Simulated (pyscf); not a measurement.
PySCF, gas phase, ωB97X-D3(BJ)/def2-SVP geometries.

### Question
PBE/def2-TZVP puts the barrier of `[AsH2][SiH2][AsH2]` + `[H][H]` → `[SiH3][AsH2]` + `[AsH3]` (four-centre exchange; singlet surface; As–Si, H–H broken, H–Si, As–H formed) at 283.6 kJ/mol and the reaction energy at +14.6 kJ/mol, from the separated reactants. What do r²SCAN/def2-TZVP, PBE0-D3(BJ)/def2-TZVP, ωB97M-D3(BJ)/def2-TZVP give on the same structures?

### Answer
r²SCAN: ΔE‡ = 304.6 kJ/mol, ΔE = +16.1 kJ/mol; PBE0-D3(BJ): ΔE‡ = 303.1 kJ/mol, ΔE = +18.9 kJ/mol; ωB97M-D3(BJ): ΔE‡ = 319.9 kJ/mol, ΔE = +8.1 kJ/mol. PBE's barrier lies under all of them, by 19.5 to 36.4 kJ/mol. Its reaction energy lies among theirs. Low barriers are usual for a GGA, whose delocalisation error favours stretched bonds. The same reactants have a lower exit, to AsH₂• + •H₂Si–AsH₂ + H₂ (no saddle counted: cutting one bond costs +276.9 kJ/mol at ωB97M-D3(BJ)/def2-TZVP, against +319.9 kJ/mol here). This is the saddle that the search found; another between the same sides may lie lower. Elements up to Kr have no core potential and no relativistic terms here.
